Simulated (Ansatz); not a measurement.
Solid bromine was calculated with r²SCAN0 (plane waves, PAW; Ansatz, a program for electronic structure).

Run with plane-wave cutoff 520 eV, 8×8×4 k mesh (along the axes of the cell as run), Fermi–Dirac smearing 0.01 eV, scalar-relativistic PAW data made under PBE.

Cell (relaxed at this level):

Br has the orthorhombic space group Cmce (No. 64), Pearson symbol oS8. Lattice parameters: a = 6.9627 Å, b = 4.4325 Å, c = 8.8713 Å, α = 90.00°, β = 90.00°, γ = 90.00°. Br on 8f is surrounded by 1 Br at 2.291 Å. (Neighbours: up to the widest gap in distance over summed covalent radii, below 1.35, at either atom.)
(The calculation used a cell of 4 atoms; values per cell refer to that cell.)

Problem. Give the computed band gap and smallest direct gap on the k points sampled.

Solution. 
- band gap: 3.84 eV (indirect)
- smallest direct gap on the k points sampled: 3.87 eV

Note: the cell comes from a level without a dispersion term, which matters for the spacing of layers, chains or molecules.

Spin–orbit coupling is not included.

The computed numbers hold no vibrational or temperature effects.

The result took roughly 2.6 core-hours.
